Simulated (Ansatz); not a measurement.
# AlH₃SSi: taking an electron away

The task here is to estimate one member of a computed series from the others.

The runs use Ansatz 0.2.0, Gaussian basis; unrestricted cation, the program's frozen cores in correlated methods.

Plan: UKS PBE-D4/def2-TZVPP; UKS r2SCAN-D4/def2-TZVPP; UKS PBE0-D4/def2-TZVPP; UKS B3LYP-D4/def2-TZVPP; UKS wB97X-V/def2-TZVPP; UKS wB97M-V/def2-TZVPP; UKS B2PLYP/def2-TZVPP; UHF-CCSD(T)/def2-TZVPP; UHF-MP2/def2-QZVPP; extrapolation to the limit; then −ε(HOMO) from the neutral's earlier runs with LDA (SPW92), PBE-D4, revPBE-D4, BLYP-D4, r2SCAN-D4, B97M-V, PBE0-D4, B3LYP-D4, r2SCANh-D4, r2SCAN0-D4, HSE06-D4, BHLYP-D4, CAM-B3LYP-D4, LC-ωPBE, ωB97X-V, ωB97M-V.

## The relaxed structure

The geometry comes from an earlier relaxation with PBE0-D4 in a triple-zeta def2 set; it is a stationary point.

SMILES `[AlH]1[SiH2][S]1`, 6 atoms, charge 0, spin multiplicity 1.

Atoms are counted from 1 here; the program's logs count them from 0.

Bond lengths: Al1–Si2 2.318 Å, Al1–S3 2.171 Å, Al1–H4 1.572 Å, Si2–S3 2.201 Å, Si2–H5 1.487 Å, Si2–H6 1.487 Å. Angles: Si2–Al1–S3 58.6°, Si2–Al1–H4 165.3°, S3–Al1–H4 136.1°, Al1–Si2–S3 57.3°, Al1–Si2–H5 125.2°, Al1–Si2–H6 125.2°, S3–Si2–H5 112.5°, S3–Si2–H6 112.5°, H5–Si2–H6 108.7°, Al1–S3–Si2 64.0°.

Coordinates:

```
Al   -1.0217   -0.7454   -0.5950
Si    0.8544    0.1863    0.3976
S    -0.9181    1.3749   -0.1422
H    -2.0783   -1.7150   -1.2396
H     2.0762    0.6275   -0.3252
H     1.1297    0.2075    1.8583
```

Set-up of the first run:

in.yaml

```yaml
crystal:
  periodic: [false, false, false]
  atoms:
    - {symbol: Al, position_ang: [-1.021736, -0.745368, -0.595012]}
    - {symbol: Si, position_ang: [0.854449, 0.186327, 0.397591]}
    - {symbol: S, position_ang: [-0.918079, 1.374855, -0.142191]}
    - {symbol: H, position_ang: [-2.078317, -1.714965, -1.239595]}
    - {symbol: H, position_ang: [2.076217, 0.627536, -0.325152]}
    - {symbol: H, position_ang: [1.129667, 0.207515, 1.858259]}
basis:
  gaussian: {orbitals: def2-TZVPP}
total_charge: 1
magnetization: {spin_polarized: true, initial_magnetization: 1}
hamiltonian: {xc: pbe, dispersion: d4}
```

Run with:

```console
ansatz run in.yaml --threads 2 --pin off --events-out ev --progress --plain --max-ram 4352MiB
```

Among the steps run: Cation, UKS PBE-D4/def2-TZVPP; Cation, UKS r2SCAN-D4/def2-TZVPP; Cation, UKS PBE0-D4/def2-TZVPP; Cation, UKS B3LYP-D4/def2-TZVPP; Cation, UKS wB97X-V/def2-TZVPP; Cation, UKS wB97M-V/def2-TZVPP; Cation, UKS B2PLYP (frozen core)/def2-TZVPP; Cation, UHF-CCSD(T)/def2-TZVPP; Cation, UHF-MP2/def2-QZVPP.

One table of the session follows, with a row left open; its other results are not shown here.

For comparison, −ε(HOMO) of the neutral from earlier runs:

```
  functional  −ε(HOMO) (eV)
 LDA (SPW92)           5.79
      PBE-D4           5.68
   revPBE-D4           5.64
     BLYP-D4           5.51
   r2SCAN-D4           5.88
      B97M-V           5.90
     PBE0-D4           6.65
    B3LYP-D4           6.45
  r2SCANh-D4           6.23
  r2SCAN0-D4           6.77
    HSE06-D4           6.26
    BHLYP-D4           7.49
CAM-B3LYP-D4           7.82
     LC-ωPBE              ?
     ωB97X-V           8.77
     ωB97M-V           8.56
```

**Question.** Estimate the row for LC-ωPBE.

**Answer.** −ε(HOMO) (eV): 9.08. In the column «−ε(HOMO) (eV)» it is the highest.

Caveats from the session: The cation may have settled in a state other than its lowest; no search over hole states beyond the program's own was made.
